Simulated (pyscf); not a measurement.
Thermochemistry of product channels of H₃C–Zn–SH + CH₃• on the doublet surface, in kcal/mol, from ωB97M-D3(BJ)/def2-TZVP energies (ideal gas, 1 atm, RRHO with modes under 100 cm⁻¹ raised to 100, one conformer, R ln 2 for chiral ones without a mode under 150 cm⁻¹). Single points on ωB97X-D3(BJ)/def2-SVP structures (PySCF, gas phase).

```
products                         ΔE  ΔH(298 K)  ΔG(298 K)  ΔG(900 K)
----------------------------  -----  ---------  ---------  ---------
H₃C–CH₃ + Zn [singlet] + SH•   +7.0      +11.0       +6.3       -1.4
H₃C–Zn–S• + CH₄               -18.3      -14.4      -12.2       -6.4
H₃C–CH₃ + [HS–Zn]•                …      -19.0      -17.7          …
[H₃C–Zn]• + H₃C–SH                …      +10.4      +10.9      +13.6
CH₄ + [H₃C–S–Zn]•             -19.0      -14.0      -12.8       -8.6
```

Question: What belongs in the gaps?

Answer: 
- H₃C–CH₃ + [HS–Zn]•, ΔE: -23.5
- H₃C–CH₃ + [HS–Zn]•, ΔG(900 K): -13.1
- [H₃C–Zn]• + H₃C–SH, ΔE: +7.5

The channel to H₃C–CH₃ + Zn [singlet] + SH• turns favourable between 298 and 1200 K (ΔG from +6.3 kcal/mol to -4.8 kcal/mol).

These are energies of the channels, which say nothing of barriers. Left out: orbital degeneracy and the spin-orbit lowering of SH. Elements up to Kr have no core potential and no relativistic terms here.
